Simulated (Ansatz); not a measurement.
A run of Ansatz (development build ahead of 0.2.0) on doublet CS₂(+) at this shape:

```xyz
3

S     0.0137    0.0396   -1.5298
C     0.0238   -0.0435   -0.0057
S    -0.0320    0.0314    1.5350
```

Its results:

```yaml
Converged: yes
Reference_energy: -832.31001 hartree
Correlation_energy: -0.33550 hartree
Total_energy: -832.64551 hartree
Spin_squared_of_the_determinant: 0.997
Stability_test: minimum
Occupied_orbitals_by_symmetry_in_an_Abelian_subgroup_alpha;_beta: 15 A' 4 A''; 14 A' 4 A''
```

Messages of the program:
```
mean field -22648.30925617 eV, -832.3100135889 hartree, gradient 2.7e-6 eV, S^2 0.996662; 8 other ends of a descent, 0 dependent functions left out
```

Problem. Which input gives this output? Name the method, the orbitals and the basis set, and write the input.

Solution. UHF-MP2 in def2-SVP.

```yaml
crystal:
  periodic: [false, false, false]
  atoms:
    - { symbol: S, position_ang: [0.01373, 0.03958, -1.52978] }
    - { symbol: C, position_ang: [0.0238, -0.04351, -0.00567] }
    - { symbol: S, position_ang: [-0.03201, 0.03141, 1.53495] }
basis:
  gaussian: { orbitals: def2-SVP }
total_charge: 1
magnetization:
  spin_polarized: true
  initial_magnetization: 1
hamiltonian:
  xc: hf
correlation:
  method: mp2
  frozen_orbitals: { C: 1, S: 5 }
```

Caution: the unrestricted determinant is spin contaminated; MP2 on this radical cation hangs on the determinant chosen.
